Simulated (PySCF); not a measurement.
Below is a simulated gas-phase C 1s photoelectron spectrum of cyanoformamide, `N#CC(N)=O`.

Every computed line was given a Gaussian of 0.7 eV full width at half maximum and an area set by the number of equivalent atoms; the highest printed point is 100. Computed with delta-SCF UKS SCAN, pcX-2 on the ionised atom, pcseg-1 elsewhere, spin-free X2C (PySCF).

(binding energy (eV), intensity): (292.1, 1), (292.2, 1), (292.3, 4), (292.4, 8), (292.5, 17), (292.6, 30), (292.7, 48), (292.8, 68), (292.9, 86), (293.0, 98), (293.1, 99), (293.2, 90), (293.3, 73), (293.4, 52), (293.5, 34), (293.6, 19), (293.7, 10), (293.8, 5), (293.9, 2), (294.0, 1), (294.1, 0), (294.2, 0), (294.3, 0), (294.4, 0), (294.5, 0), (294.6, 0), (294.7, 0), (294.8, 0), (294.9, 0), (295.0, 1), (295.1, 3), (295.2, 7), (295.3, 14), (295.4, 25), (295.5, 42), (295.6, 62), (295.7, 81), (295.8, 95), (295.9, 100), (296.0, 94), (296.1, 78), (296.2, 59), (296.3, 39), (296.4, 23), (296.5, 12), (296.6, 6), (296.7, 3), (296.8, 1), (296.9, 0)

Task: How many maxima does the curve show, and how many computed lines lie under it?

Result: The curve has 2 maxima (at 293.1 and 295.9 eV). Under it lie 2 lines from 2 inequivalent carbon sites.

Task: Decompose the envelope and assign each component. Numbering: `[N:1]#[C:2][C:3]([NH2:4])=[O:5]`.

Result: 
```
position (eV)  relative area  line  atoms            environment
       293.06              1  C 1s     C2         nitrile carbon
       295.89              1  C 1s     C3  amide carbonyl carbon
```

Task: Above which line width would these two lines show one maximum?

Result: Two equal Gaussians merge once their distance is under 2σ = FWHM/1.177. With 2.83 eV between them that is a full width over 3.33 eV.

The listed C 1s values span 2.83 eV, from C2 (bonded to N (triple bond) and C) to C3 (bonded to O (double bond), N and C). Summing the Pauling electronegativity differences to the bonded atoms, each weighted by its formal bond order, gives +1.47 for the lowest site and +2.27 for the highest.

Shake-up satellites, vibrational structure and lifetime widths aren't simulated. Geometry: PBE0-D3(BJ)/def2-SVP; no solvent, vibrations or thermal averaging.

Shape of the structure used: `[N:1]#[C:2][C:3]([NH2:4])=[O:5]`: H–N4–C3–C2 180°, H–N4–C3–C2 0°.
